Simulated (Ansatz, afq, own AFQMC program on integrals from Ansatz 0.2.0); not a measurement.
## Atomization energy of BN, singlet

```json
{"atom": "B", "x (Å)": "0.0000", "y (Å)": "0.0000", "z (Å)": "0.0000"}
{"atom": "N", "x (Å)": "0.0000", "y (Å)": "0.0000", "z (Å)": "1.2615"}
```

Atoms in their ground-state spins without spin–orbit coupling (mostly on UHF) minus the molecule (RHF), without zero-point energy. The geometry is a stationary point, not shown to be a minimum.

Basis 6-31G. Noble-gas cores (and the filled d shells of Ga–Kr and In–Xe) are frozen. AFQMC by an in-house program on the Cholesky factors that Ansatz 0.2.0 writes for its CCSD(T) run. ph-AFQMC/CISD is guided by a CISD state made of CCSD amplitudes; releasing the constraint for a short imaginary time cuts its bias at the price of noise, slowly where states lie close. ± is one standard error of the sampling. The errors of all members are added in quadrature.

Full CI is exact in this basis; where marked, its frozen core comes from its own orbitals, which moves totals by up to a few meV.

Errors are counted within 6-31G, not against nature.

Cautions: BN (singlet): higher spins were not checked, restricted determinant unstable towards unrestricted (UHF 2.56 eV lower, ⟨S²⟩ 1.20), strong correlation (T1 0.101, weight of the determinant 0.72, largest double 0.29), (T) is large, 12 % of the CCSD correlation, CCSD(T) is in doubt: in a space of 8 electrons in 8 natural orbitals full CI lies 103 meV above it, the released energies are still falling, so no released level is given (meV from the phaseless value at times in 1/Eh: -66 ± 36 at 0.24, -28 ± 26 at 0.50, -117 ± 27 at 1.00, -160 ± 26 at 1.50), though the last usable value meets full CI within the noise, full CI with its own frozen core, its ph-AFQMC/CISD value lies 177 ± 23 meV above full CI.

```tsv
level	atomization energy (kJ/mol)
MP2	349.5
HF	-136.8
```

**Question.** From these cheaper values, estimate the atomization energy at the reference level in 6-31G.

**Answer.** 334.3 kJ/mol (full CI in 6-31G).

| level | atomization energy (kJ/mol) | error against FCI (kJ/mol) |
| --- | --- | --- |
| CCSD | 275.0 | -59.4 |
| CCSD(T) | 346.6 | 12.3 |
| ph-AFQMC/CISD | 317.5 ± 2.2 | -16.8 ± 2.2 |

Correlation beyond CCSD(T) takes off 12.3 kJ/mol. The perturbative (T) step is worth +71.7 kJ/mol. Where the cautions show a poor determinant, the low rows tell how each method copes with it, not its usual error.

A walk keeps the symmetry of its determinant, which the program's search chose and which needn't be the lowest solution, so a lower state of the same spin and another symmetry isn't excluded.
